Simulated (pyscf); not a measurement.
## Routes from H₂N–SiH₃ + SiH₄

Candidate steps break at most two bonds and form at most two. Each was searched with GFN2-xTB (tblite) first. Single points on ωB97X-D3(BJ)/def2-SVP structures (PySCF, gas phase). Energies: ωB97M-D3(BJ)/def2-TZVP, kcal/mol, from the separated reactants, singlet surface; ΔG‡ with ideal gas, 1 atm, RRHO with modes under 100 cm⁻¹ raised to 100, one conformer, R ln 2 for chiral ones without a mode under 150 cm⁻¹.

| products | type | ΔE‡ | ΔE | ΔG‡ 298 K | ΔG‡ 900 K | ν‡ (cm⁻¹) |
|---|---|---|---|---|---|---|
| H₂N–SiH₃ + SiH₄ | four-centre exchange (N–Si, H–Si broken, N–Si, H–Si formed) | 28.2 | 0.0 | 40.3 | 63.0 | 188i |
| H₃Si–NH–SiH₃ + H₂ | four-centre exchange | 42.9 | -7.5 | 51.5 | 72.1 | 1396i |
| H₂N–SiH₃ + SiH₄ | four-centre exchange (H–Si, H–Si broken, H–Si, H–Si formed) | 44.3 | 0.0 | 55.6 | 76.6 | 380i |
| NH₃ + H₃Si–SiH₃ | four-centre exchange | 48.2 | +11.1 | 58.6 | 77.3 | 327i |
| H₂N–SiH₂–SiH₃ + H₂ | four-centre exchange | 74.5 | +7.2 | 83.4 | 102.7 | 1696i |

Plain bond fissions and candidates not yet searched are not listed, and one of them may be faster. Each barrier is that of the saddle found; lower ones may exist.
